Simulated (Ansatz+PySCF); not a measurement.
Stretching singlet CO

The C–O distance is varied.

Basis set: STO-3G (spherical functions). Frozen core: 2 orbitals. Charge 0, multiplicity 1.

Computed with Ansatz (development build ahead of 0.2.0) and PySCF 2.14.0, each point on the determinant that the search for low states chose. Each curve is measured from its own lowest point listed.

```json
{"r(C–O) (Å)": "1.015", "RHF (eV)": "1.698", "RHF-MP2 (eV)": "2.558", "RHF-CCSD(T) (eV)": "2.465"}
{"r(C–O) (Å)": "1.128", "RHF (eV)": "0.000", "RHF-MP2 (eV)": "0.207", "RHF-CCSD(T) (eV)": "0.144"}
{"r(C–O) (Å)": "1.241", "RHF (eV)": "0.550", "RHF-MP2 (eV)": "0.000", "RHF-CCSD(T) (eV)": "0.000"}
{"r(C–O) (Å)": "1.297", "RHF (eV)": "1.278", "RHF-MP2 (eV)": "0.319", "RHF-CCSD(T) (eV)": "0.357"}
{"r(C–O) (Å)": "1.410", "RHF (eV)": "3.191", "RHF-MP2 (eV)": "1.401", "RHF-CCSD(T) (eV)": "1.486"}
{"r(C–O) (Å)": "1.523", "RHF (eV)": "5.351", "RHF-MP2 (eV)": "2.916", "RHF-CCSD(T) (eV)": "2.822"}
{"r(C–O) (Å)": "1.636", "RHF (eV)": "7.456", "RHF-MP2 (eV)": "5.221", "RHF-CCSD(T) (eV)": "4.073"}
{"r(C–O) (Å)": "1.692", "RHF (eV)": "8.395", "RHF-MP2 (eV)": "6.908", "RHF-CCSD(T) (eV)": "4.543"}
{"r(C–O) (Å)": "1.805", "RHF (eV)": "9.866", "RHF-MP2 (eV)": "10.503", "RHF-CCSD(T) (eV)": "4.760"}
{"r(C–O) (Å)": "2.031", "RHF (eV)": "11.387", "RHF-MP2 (eV)": "13.779", "RHF-CCSD(T) (eV)": "13.590"}
{"r(C–O) (Å)": "2.143", "RHF (eV)": "11.780", "RHF-MP2 (eV)": "14.348", "RHF-CCSD(T) (eV)": "13.669"}
{"r(C–O) (Å)": "2.200", "RHF (eV)": "11.932", "RHF-MP2 (eV)": "14.543", "RHF-CCSD(T) (eV)": "13.713"}
{"r(C–O) (Å)": "2.313", "RHF (eV)": "12.175", "RHF-MP2 (eV)": "14.835", "RHF-CCSD(T) (eV)": "13.793"}
{"r(C–O) (Å)": "2.425", "RHF (eV)": "12.358", "RHF-MP2 (eV)": "15.041", "RHF-CCSD(T) (eV)": "13.861"}
{"r(C–O) (Å)": "2.538", "RHF (eV)": "12.496", "RHF-MP2 (eV)": "15.189", "RHF-CCSD(T) (eV)": "13.918"}
{"r(C–O) (Å)": "2.595", "RHF (eV)": "12.552", "RHF-MP2 (eV)": "15.247", "RHF-CCSD(T) (eV)": "13.943"}
{"r(C–O) (Å)": "2.707", "RHF (eV)": "12.640", "RHF-MP2 (eV)": "15.337", "RHF-CCSD(T) (eV)": "13.983"}
{"r(C–O) (Å)": "2.820", "RHF (eV)": "12.704", "RHF-MP2 (eV)": "15.401", "RHF-CCSD(T) (eV)": "14.012"}
```

Q: Give the PBE0 (restricted) curve at the same distances.

A: r (Å), E (eV) and a bar:
```
    1.015      2.234 ####
    1.128      0.017
    1.241      0.000
    1.297      0.437 #
    1.410      1.771 ###
    1.523      3.399 #######
    1.636      5.107 ##########
    1.692      5.953 ###########
    1.805      7.584 ###############
    2.031     10.462 ####################
    2.143     11.669 ######################
    2.200     12.214 #######################
    2.313     13.188 #########################
    2.425     14.015 ###########################
    2.538     14.695 ############################
    2.595     14.973 #############################
    2.707     15.392 #############################
    2.820     15.660 ##############################
```

Caution at some points: an unrestricted determinant lies well below. Caution for RHF-MP2 at some points, RHF-CCSD(T) at some points: large share of triples, a single reference is doubtful; bonds are stretched, where a single reference can fail; the program doubts this total; large amplitudes, a single reference is doubtful. Caution for RHF-MP2 at some points: another reference gives a lower total. Caution for PBE0 (restricted) at some points: charge can spread falsely over distant fragments.
